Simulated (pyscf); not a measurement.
# Substitution at C: CH₃• (SMILES [CH3]) + H₃C–InH–Cl (SMILES [CH3][InH][Cl]) -> H₃C–CH₃ (SMILES CC) + [Cl–InH]• (SMILES [Cl][InH])

Gas phase, doublet surface, charge 0. Bonds broken: In2–C3. Bonds formed: C1–C3. Optimised with ωB97X-D3(BJ)/def2-SVP in PySCF.

Transition state (Å):

```xyz
11

C      0.3988     1.1319     0.5746
In    -2.2950     0.5104    -0.5394
C     -0.2850    -0.6158    -0.3724
Cl    -3.1783     0.7689     1.6528
H     -0.2809     1.2427     1.4265
H      0.2919     1.8947    -0.2063
H      1.4379     0.8930     0.8384
H      0.4612    -0.5449    -1.1739
H      0.1183    -1.1317     0.5095
H     -1.0133    -1.3889    -0.7644
H     -3.4615     0.2019    -1.7901
```

One imaginary mode, 1197i cm⁻¹; descent along it reached the two sides named, in the forms told below.

| bond | change | reactant side (Å) | saddle | product side |
|---|---|---|---|---|
| In2–C3 | breaks | 2.142 | 2.310 | 3.9 |
| C1–C3 | forms | 3.6 | 2.102 | 1.526 |

Electronic energies relative to the separated reactants (kcal/mol):

```tsv
level	barrier	reaction energy	reverse barrier
ωB97X-D3(BJ)/def2-TZVP	38.5	-28.6	67.2
PBE/def2-TZVP	28.9	-33.9	62.8
r²SCAN/def2-TZVP	33.6	-29.5	63.1
B3LYP-D3(BJ)/def2-TZVP	33.3	-32.4	65.7
PBE0-D3(BJ)/def2-TZVP	34.1	-32.0	66.1
M06-2X/def2-TZVP	35.4	-33.8	69.3
ωB97M-D3(BJ)/def2-TZVP	38.1	-31.6	69.7
HF/def2-TZVP	59.2	-25.9	85.0
```

With ωB97M-D3(BJ)/def2-TZVP energies and thermal terms (ideal gas, 1 atm, RRHO with modes under 100 cm⁻¹ raised to 100, one conformer, R ln 2 for chiral ones without a mode under 150 cm⁻¹), in kcal/mol:

| T (K) | ΔH‡ | ΔG‡ | ΔH | ΔG |
|---|---|---|---|---|
| 298 | 39.4 | 49.9 | -27.9 | -26.8 |
| 600 | 39.4 | 60.6 | -29.3 | -25.1 |
| 900 | 39.7 | 71.2 | -30.1 | -22.8 |
| 1200 | 40.2 | 81.6 | -30.6 | -20.3 |

On the reactant side the descent ends in a bound adduct, 9.1 kcal/mol under the separated species and 47.7 kcal/mol under the saddle at ωB97X-D3(BJ)/def2-TZVP. This saddle turned up in a search for another step; its sides and bond changes are read from the two ends of the descent. This is the saddle that the search found; another between the same sides may lie lower. The angle at the attacked C is 85°: a side-on saddle, likely not the lowest. Elements past Kr carry the def2 core potentials, without spin-orbit coupling.
